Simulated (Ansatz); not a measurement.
CH₃S, SMILES C[S] (connectivity only; charge and spin as stated), charge -1, multiplicity 1.

Geometry: PBE0-D3(BJ)/def2-TZVPD. The spin state was assumed, not searched. The isomer is the one that the SMILES or the coordinates give; other isomers of the formula were not compared.

Two levels are set side by side: PBE/def2-TZVPD (Ansatz, a program for electronic structure) and ωB97X-V/def2-TZVPD (Ansatz). Energy differences of separate SCF runs at the same geometry; the states with an electron removed or added have multiplicity 2. Differences are taken from unrounded values.

```
quantity                            PBE
---------------------------------  ----
vertical ionisation energy (eV)    1.83
vertical singlet–triplet gap (eV)  2.87
```

Question: These are the PBE values. What does ωB97X-V give? (Estimate from the structure and the level; the computed values follow.)

Answer: 
```tsv
quantity	ωB97X-V	PBE minus ωB97X-V
vertical ionisation energy (eV)	1.81	0.02
vertical singlet–triplet gap (eV)	3.38	-0.51
```
